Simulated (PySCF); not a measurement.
## Partial charges of fluoroacetylene

Compound: fluoroacetylene, C2HF.
SMILES with atom numbers: `[CH:1]#[C:2][F:3]` (hydrogens: H4 on C1)

Density: PBE0/pcSseg-2 (PySCF); schemes: Mulliken, IAO, Hirshfeld and ESP-fitted. Geometry: PBE0-D3(BJ)/def2-TZVP; no solvent, vibrations or thermal averaging.

Tabulate the Mulliken, IAO, Hirshfeld and ESP-fitted charges.

In e:

```
atom             environment  Mulliken     IAO  Hirshfeld  ESP-fitted
  C1  terminal alkyne carbon    -0.209  -0.322     -0.144      -0.653
  C2           alkyne carbon    +0.295  +0.274     +0.052      +0.346
  F3    fluorine bonded to C    -0.158  -0.166     -0.006      -0.059
  H4         alkyne hydrogen    +0.072  +0.214     +0.098      +0.366
```

Mean size of the charges over all atoms: ESP-fitted 0.356 e, IAO 0.244 e, Mulliken 0.184 e, Hirshfeld 0.075 e. Each set sums to the total charge, 0, to within 0.001 e. The IAO scheme counts the electrons in orthogonalised intrinsic atomic orbitals, a minimal basis polarised so that it spans the occupied orbitals exactly.

Lowest charge. All schemes agree: Mulliken C1 (-0.209); IAO C1 (-0.322); Hirshfeld C1 (-0.144); ESP-fitted C1 (-0.653).

Highest charge. The schemes don't all agree: Mulliken C2 (+0.295); IAO C2 (+0.274); Hirshfeld H4 (+0.098); ESP-fitted H4 (+0.366).

Sum the charges by element, for elements with more than one atom.

```tsv
element	atoms	Mulliken	IAO	Hirshfeld	ESP-fitted
C	2	+0.086	-0.048	-0.092	-0.307
```

How many electrons does the ESP-fitted scheme count on C2?

Z − q = 6 − (+0.346) = 5.654.
